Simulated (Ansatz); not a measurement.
Born–Oppenheimer molecular dynamics of BH₅O₂ (8 atoms, charge 0, multiplicity 1). It starts at the highest image of a converged band. Of that band: Beside the main top the profile has a ripple of under 15 meV (maxima at images 3, 5), which may be a very shallow well or noise. Neighbouring images differ by up to 2.0 eV, so the band resolves the path poorly. A vibrational analysis at the climbing image gives one clearly imaginary mode, 1339i cm⁻¹: a first-order saddle point.

Method: RKS r2SCAN-D4/6-31G* (Ansatz).

| Property | Result |
| --- | --- |
| ensemble | NVE (velocity Verlet) |
| time step | 0.5 fs |
| steps asked | 200 |
| starting velocities drawn for | 100 K |
| seed | 4072 |

Frames 5 fs apart, positions in Å.

Velocities at 40 fs (Å/ps):

```
B 9.88 3.52 4.88
O -0.27 -9.16 3.29
H -12.93 -3.06 -7.78
H 18.16 -62.78 -19.15
O -4.19 -0.29 -0.27
H 2.75 -36.22 3.95
H -25.78 101.95 -36.67
H -17.49 112.27 -40.56
```

```xyz
8
Properties=species:S:1:pos:R:3 time_fs=40 energy_less_start_eV=-1.823 T=2451
B 0.098 -0.302 0.248
O -0.021 -0.124 1.678
H -0.826 -0.404 2.138
H 1.180 -0.069 -0.179
O -1.028 -0.469 -0.528
H -1.655 -1.019 -0.016
H -0.917 4.004 -0.862
H -0.698 3.986 -0.121
8
Properties=species:S:1:pos:R:3 time_fs=45 energy_less_start_eV=-1.755 T=2363
B 0.129 -0.279 0.293
O -0.015 -0.175 1.682
H -0.889 -0.394 2.039
H 1.235 -0.364 -0.267
O -1.044 -0.479 -0.523
H -1.614 -1.093 -0.061
H -1.042 4.512 -1.027
H -0.790 4.548 -0.342
8
Properties=species:S:1:pos:R:3 time_fs=50 energy_less_start_eV=-1.689 T=2278
B 0.123 -0.272 0.337
O 0.003 -0.231 1.669
H -0.953 -0.317 1.869
H 1.138 -0.512 -0.220
O -1.030 -0.489 -0.506
H -1.676 -1.121 -0.092
H -1.169 5.022 -1.207
H -0.879 5.109 -0.548
8
Properties=species:S:1:pos:R:3 time_fs=55 energy_less_start_eV=-1.777 T=2391
B 0.081 -0.305 0.340
O 0.016 -0.284 1.667
H -0.949 -0.182 1.768
H 1.155 -0.458 -0.148
O -1.000 -0.499 -0.477
H -1.713 -1.014 -0.136
H -1.308 5.526 -1.406
H -0.956 5.675 -0.735
8
Properties=species:S:1:pos:R:3 time_fs=60 energy_less_start_eV=-1.857 T=2495
B 0.061 -0.370 0.313
O 0.014 -0.329 1.680
H -0.908 -0.053 1.880
H 1.221 -0.266 -0.126
O -0.971 -0.506 -0.458
H -1.827 -0.875 -0.109
H -1.425 6.038 -1.565
H -1.055 6.232 -0.962
8
Properties=species:S:1:pos:R:3 time_fs=65 energy_less_start_eV=-1.883 T=2527
B 0.110 -0.433 0.317
O 0.002 -0.367 1.699
H -0.799 -0.011 2.102
H 1.121 -0.090 -0.138
O -0.978 -0.522 -0.472
H -1.826 -0.646 -0.057
H -1.546 6.550 -1.734
H -1.150 6.790 -1.178
8
Properties=species:S:1:pos:R:3 time_fs=70 energy_less_start_eV=-1.635 T=2209
B 0.142 -0.466 0.356
O -0.001 -0.406 1.718
H -0.723 -0.062 2.257
H 1.149 -0.053 -0.234
O -0.991 -0.540 -0.502
H -1.811 -0.451 0.049
H -1.683 7.052 -1.921
H -1.230 7.358 -1.377
8
Properties=species:S:1:pos:R:3 time_fs=75 energy_less_start_eV=-1.780 T=2394
B 0.129 -0.461 0.376
O 0.016 -0.446 1.737
H -0.728 -0.180 2.286
H 1.159 -0.257 -0.205
O -0.991 -0.557 -0.517
H -1.717 -0.326 0.085
H -1.793 7.570 -2.075
H -1.335 7.909 -1.608
8
Properties=species:S:1:pos:R:3 time_fs=80 energy_less_start_eV=-1.988 T=2663
B 0.080 -0.447 0.368
O 0.046 -0.484 1.754
H -0.808 -0.350 2.204
H 1.198 -0.589 -0.068
O -0.972 -0.567 -0.505
H -1.739 -0.296 0.029
H -1.906 8.089 -2.237
H -1.439 8.460 -1.832
8
Properties=species:S:1:pos:R:3 time_fs=85 energy_less_start_eV=-1.741 T=2346
B 0.054 -0.464 0.368
O 0.072 -0.513 1.765
H -0.862 -0.552 2.064
H 1.180 -0.847 0.045
O -0.954 -0.562 -0.479
H -1.859 -0.341 -0.140
H -2.038 8.591 -2.413
H -1.522 9.028 -2.042
8
Properties=species:S:1:pos:R:3 time_fs=90 energy_less_start_eV=-1.768 T=2379
B 0.086 -0.528 0.408
O 0.076 -0.532 1.765
H -0.847 -0.716 2.003
H 1.093 -0.911 -0.004
O -0.960 -0.548 -0.464
H -1.881 -0.417 -0.315
H -2.141 9.117 -2.565
H -1.635 9.571 -2.274
8
Properties=species:S:1:pos:R:3 time_fs=95 energy_less_start_eV=-1.755 T=2364
B 0.121 -0.623 0.444
O 0.065 -0.549 1.771
H -0.829 -0.795 2.070
H 1.178 -0.844 -0.212
O -0.961 -0.531 -0.458
H -1.945 -0.452 -0.343
H -2.245 9.644 -2.723
H -1.748 10.114 -2.502
```

Of the whole run (100 fs, mean temperature of the second half 2416 K): The conserved energy stayed within 0.15 meV per atom of its start (net change 0.012 meV per atom), so the integration is sound. The kinetic energy rose, since the run started high on the potential surface and went downhill. It ends in pieces (BH3O2 + H2), so much of that is their flight and rotation, not heat. A run of 0.1 ps of so small a system gives no equilibrium averages. The orbitals stay closed-shell, which can raise the energy where a bond breaks towards radicals; this wasn't checked here.

Time of the run: 5.9 min on 1 thread of Arm Neoverse V2, with other jobs on the host, peak memory 0.1 GiB.
